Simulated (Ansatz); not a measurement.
A nudged elastic band was laid between two geometries of CH6Si + H4Si (13 atoms, charge 0, multiplicity 1).

Computed with Ansatz, RKS PBE/6-31G*.

```json
{
  "movable images": "7",
  "climbing image": "yes",
  "spring": "5.0 eV/Å²",
  "optimiser": "quadratic models (default)",
  "start path": "through a guess of the saddle point",
  "force threshold": "0.05 eV/Å",
  "iteration limit": "60",
  "end points": "relaxed"
}
```

Initial state:

```xyz
13
Properties=species:S:1:pos:R:3
Si 0.668 -0.196 0.145
C 0.936 -0.151 2.018
H 0.000 -0.384 2.553
H 1.698 -0.887 2.324
H 1.274 0.847 2.342
H 1.931 0.152 -0.590
H -0.391 0.786 -0.270
H 0.231 -1.562 -0.304
Si -3.674 0.724 1.185
H -3.662 -0.167 -0.019
H -5.014 0.646 1.851
H -3.405 2.138 0.770
H -2.618 0.276 2.151
```

Final state:

```xyz
13
Properties=species:S:1:pos:R:3
Si -0.801 0.175 -0.742
C 0.537 -0.269 3.249
H 0.775 -0.603 4.271
H 1.026 -0.936 2.522
H 0.901 0.760 3.107
H 0.302 0.969 -0.104
H -0.810 0.478 -2.213
H -0.499 -1.285 -0.564
Si -2.874 0.715 0.221
H -3.979 -0.056 -0.441
H -2.886 0.387 1.687
H -3.164 2.180 0.064
H -0.553 -0.296 3.098
```

(1) What changes between the two ends?

(2) Give the energies along the band, and the barrier.

(3) What is the geometry of the highest image?

## Answers

(1) Bonds broken: Si1–C2, Si9–H13. Bonds formed: Si1–Si9, C2–H13. CH6Si + H4Si becomes CH4 + H6Si2.

(2) It converged. The highest image is number 4 of 0 to 8, 3.18 eV above the first end and 3.45 eV above the last; the last end lies 0.27 eV below the first. Neighbouring images differ by up to 2.5 eV, so the band resolves the path poorly. A vibrational analysis at the climbing image gives one clearly imaginary mode, 1493i cm⁻¹: a first-order saddle point. The orbitals stay closed-shell, which can raise the energy where a bond breaks towards radicals; this wasn't checked here.

```tsv
image	path coordinate (Å)	energy (eV)	Si1–C2 (Å)	Si9–H13 (Å)	Si1–Si9 (Å)
0	0.00	0.00	1.89	1.50	4.56
1	1.03	0.01	1.89	1.50	4.26
2	2.07	0.11	1.90	1.49	3.77
3	3.10	0.72	1.93	1.51	3.20
4	4.13	3.18	2.21	2.04	2.71
5	5.27	0.84	2.87	2.45	2.42
6	6.40	-0.10	3.46	2.77	2.36
7	7.53	-0.26	4.04	3.37	2.35
8	8.67	-0.27	4.23	3.83	2.35
```

(3) 
```xyz
13
Properties=species:S:1:pos:R:3
Si -0.205 -0.008 0.147
C 0.298 0.039 2.303
H -0.342 0.022 3.208
H 0.887 -0.891 2.269
H 0.944 0.930 2.332
H 1.315 0.038 0.003
H -0.615 1.060 -0.839
H -0.600 -1.409 -0.183
Si -2.776 0.466 0.859
H -3.363 -0.033 -0.439
H -3.612 -0.141 1.964
H -3.045 1.951 0.895
H -0.911 0.198 1.635
```

Run time: 3.8 min on 1 thread of Intel(R) Xeon(R) 6975P-C (Granite Rapids) (shared host), peak memory 0.13 GiB.
